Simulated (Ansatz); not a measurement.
Molecule: HF, net charge 1, doublet state. 
Geometry from a B3LYP-D3(BJ)/def2-TZVP (Ansatz, a first-principles code) optimisation:
```xyz
2

F      0.0000     0.0000    -0.1016
H      0.0000     0.0000     0.9148
```
Charge +1, spin multiplicity 2.

Basis-set convergence of Hartree-Fock and CCSD(T) correlation energies (hartree) with Ansatz. Correlated levels leave the core frozen unless marked. UHF or UKS for open shells. Spin-orbit coupling is left out. Non-relativistic.

```json
[
 {"basis": "aug-cc-pVDZ", "functions": "32", "E(HF)": "-99.50589", "E(corr, CCSD(T))": "-0.17389"},
 {"basis": "aug-cc-pVTZ", "functions": "69", "E(HF)": "-99.53687", "E(corr, CCSD(T))": "-0.22476"},
 {"basis": "aug-cc-pVQZ", "functions": "126", "E(HF)": "-99.54468", "E(corr, CCSD(T))": "-0.24188"}
]
```

Extrapolating the two largest sets (X = 3 and 4) as X^-3: E(corr) = (64·(-0.24188) - 27·(-0.22476))/37 = -0.2544 Eh, an estimate of the basis-set limit. The largest set recovers 95.1 % of it, the smallest 68.4 %.
